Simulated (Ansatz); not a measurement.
Geometry optimisation, RKS BLYP/6-31G* (Ansatz 0.2.0).

The input (input.yaml):

```yaml
crystal:
  periodic: [false, false, false]
  atoms:
    - { symbol: Si, position_ang: [-0.113271, 0.29188, 0.143786] }
    - { symbol: "N", position_ang: [-0.262791, 0.608802, 1.899155] }
    - { symbol: H, position_ang: [-1.162676, 0.445797, 2.355224] }
    - { symbol: H, position_ang: [0.50556, 0.314951, 2.499957] }
    - { symbol: H, position_ang: [1.285917, 0.630322, -0.247473] }
    - { symbol: H, position_ang: [-1.073846, 1.202642, -0.556674] }
    - { symbol: H, position_ang: [-0.41506, -1.097651, -0.347458] }
    - { symbol: Si, position_ang: [1.57902, -2.5073, 1.192114] }
    - { symbol: H, position_ang: [0.59656, -3.57517, 0.833335] }
    - { symbol: H, position_ang: [2.325896, -2.074819, -0.025823] }
    - { symbol: H, position_ang: [2.560387, -3.070679, 2.176276] }
    - { symbol: H, position_ang: [0.885503, -1.357576, 1.800281] }
basis:
  gaussian: { orbitals: "6-31G*" }
hamiltonian:
  xc: blyp
relax:
  f_tol: 0.03
  max_steps: 50
```

Command:

```bash
$ ansatz run input.yaml --threads 1 --pin off --max-ram 2048MiB --backend cpu --events-out ev --progress --plain --runs-dir out
```

Question: Where does it end, and by what steps?

Answer: It converged. The force dipped under the threshold on the way, but the program's further checks kept it going. After 23 steps the energy has fallen by 0.371 eV; H7 moved furthest, 1.66 Å.

| step | energy less start (eV) | largest force component (eV/Å) | accepted |
| --- | --- | --- | --- |
| 0 | 0.0000 | 0.908 | yes |
| 1 | -0.2105 | 0.494 | yes |
| 2 | -0.3048 | 0.153 | yes |
| 3 | -0.3410 | 0.232 | yes |
| 4 | -0.3486 | 0.152 | yes |
| 5 | -0.3535 | 0.119 | yes |
| 6 | -0.3585 | 0.083 | yes |
| 7 | -0.3613 | 0.096 | yes |
| 8 | -0.3623 | 0.071 | yes |
| 9 | -0.3631 | 0.059 | yes |
| 10 | -0.3636 | 0.046 | yes |
| 11 | -0.3646 | 0.130 | yes |
| 12 | -0.3658 | 0.062 | yes |
| 13 | -0.3667 | 0.030 | yes |
| 14 | -0.3673 | 0.075 | yes |
| 15 | -0.3682 | 0.034 | yes |
| 16 | -0.3687 | 0.026 | yes |
| 17 | -0.3693 | 0.052 | yes |
| 18 | -0.3690 | 0.134 | no |
| 19 | -0.3701 | 0.033 | yes |
| 20 | -0.3705 | 0.051 | yes |
| 21 | -0.3708 | 0.040 | yes |
| 22 | -0.3710 | 0.046 | yes |
| 23 | -0.3713 | 0.026 | yes |

```xyz
12
Properties=species:S:1:pos:R:3
Si -0.626 1.171 -0.111
N -0.379 0.629 1.539
H -1.208 0.378 2.084
H 0.356 -0.064 1.708
H 0.696 1.638 -0.634
H -1.598 2.310 -0.070
H -1.161 0.172 -1.108
Si 2.128 -3.289 1.661
H 0.983 -4.222 1.436
H 2.782 -2.969 0.356
H 3.120 -3.919 2.584
H 1.617 -2.025 2.279
```

The run took 48 s on 1 thread of Arm Neoverse V2, on a shared host, peak memory 0.12 GiB.
